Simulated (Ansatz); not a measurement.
# Rutile SnO2

Method: revPBE (Ansatz, an electronic-structure program, plane waves, PAW).

Run with plane-wave cutoff 520 eV, 8×8×10 k mesh (along the axes of the cell as run), Fermi–Dirac smearing 0.01 eV, scalar-relativistic PAW data made under PBE.

Cell: relaxed at this level.

For rutile SnO2, the volume per atom comes out as 12.80 Å³/atom and the bulk modulus B0 is 155 GPa. The lattice parameter a is 4.862 Å and the lattice parameter c comes out as 3.248 Å. The band gap is 0.59 eV. The pressure derivative B′ of the bulk modulus is 5.9.

Measured, for comparison: band gap 3.81 eV (zero-point renormalisation of 215 meV (computed, non-adiabatic AHC, without the lattice-expansion part) added back here to the 1.8 K gap of; inputs from Miglio et al. (2020), arXiv:2011.12765); bulk modulus 212 GPa (temperature not stated, no zero-point or thermal correction, from measured elastic constants; as tabulated in Toher et al. (2017), arXiv:1611.05714); lattice constant a 4.737 Å, lattice parameter c 3.186 Å (room temperature, no zero-point or thermal correction; as tabulated in Hiroi (2015), arXiv:1503.02262). Computed (rounded) less measured: bulk modulus -27 %, lattice constant a +2.6 %, lattice parameter c +1.9 %.

Note: the bulk modulus comes from volumes at which shape and atoms were relaxed.

Spin–orbit coupling is not included.

The computed numbers hold no vibrational or temperature effects.

Computing time: about 6 core-minutes (a rough figure).
